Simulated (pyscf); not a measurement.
**Elimination: H₃C–Al(CH₃)–NH₂ (SMILES [CH3][Al]([CH3])[NH2]) → CH₄ (SMILES C) + H₃C–Al=NH (SMILES [CH3][Al]=[NH])**

Gas phase, singlet surface, charge 0. Bonds broken: C1–Al2, N4–H11. Bonds formed: C1–H11. Single points on ωB97X-D3(BJ)/def2-SVP structures (PySCF, gas phase). MP2 and CC: frozen core, UHF for open shells. ΔMP2 is the change of the MP2 total energy from the triple- to the quadruple-zeta basis.

Transition state (Å):

```xyz
12

C      1.0382     0.3306    -0.4441
Al    -0.7381    -0.9645    -0.4099
C     -0.4658    -2.4919    -1.5809
N     -1.4420     0.1138     0.6776
H      1.7359    -0.4776    -0.1634
H      1.4690     1.2607    -0.0423
H      1.0308     0.4454    -1.5420
H      0.4110    -3.0853    -1.2723
H     -0.3009    -2.1748    -2.6242
H     -1.3442    -3.1578    -1.5670
H     -0.0448     0.5315     0.2456
H     -2.2426     0.3520     1.2473
```

One imaginary mode, 1222i cm⁻¹; descent along it reached the two sides named.

```csv
bond,change,reactant side (Å),saddle,product side
C1–Al2,breaks,1.959,2.198,3.2
N4–H11,breaks,1.015,1.521,2.9
C1–H11,forms,3.4,1.300,1.101
```

Electronic energies relative to the reactant's lowest minimum found (eV):

```
level                             barrier  reaction energy  reverse barrier
--------------------------------  -------  ---------------  ---------------
ωB97X-D3(BJ)/def2-TZVP               3.28            +2.77             0.51
PBE/def2-TZVP                        2.83            +2.47             0.35
r²SCAN/def2-TZVP                     2.99            +2.64             0.35
B3LYP-D3(BJ)/def2-TZVP               3.12            +2.56             0.56
PBE0-D3(BJ)/def2-TZVP                3.08            +2.73             0.35
M06-2X/def2-TZVP                     3.23            +2.73             0.49
ωB97M-D3(BJ)/def2-TZVP               3.20            +2.66             0.54
HF/def2-TZVP                         3.92            +2.75             1.17
MP2/def2-QZVPP                       3.09            +2.57             0.53
CCSD/def2-TZVPP                      3.36            +2.67             0.69
CCSD(T)/def2-TZVPP                   3.21            +2.61             0.61
CCSD(T)/def2-TZVPP + ΔMP2(QZVPP)     3.20            +2.61             0.58
```

With CCSD(T)/def2-TZVPP + ΔMP2(QZVPP) energies and thermal terms (ideal gas, 1 atm, RRHO with modes under 100 cm⁻¹ raised to 100, one conformer, R ln 2 for chiral ones without a mode under 150 cm⁻¹), in eV:

```
T (K)   ΔH‡   ΔG‡     ΔH     ΔG
-----  ----  ----  -----  -----
298    3.06  3.07  +2.57  +2.19
600    3.04  3.08  +2.52  +1.83
900    3.02  3.11  +2.47  +1.50
1200   3.01  3.14  +2.41  +1.18
```

At the saddle there is also a short Al–H contact that neither side keeps. This is the saddle that the search found; another between the same sides may lie lower. The CCSD(T) − MP2 part came from Ansatz, without density fitting, on the same reference.
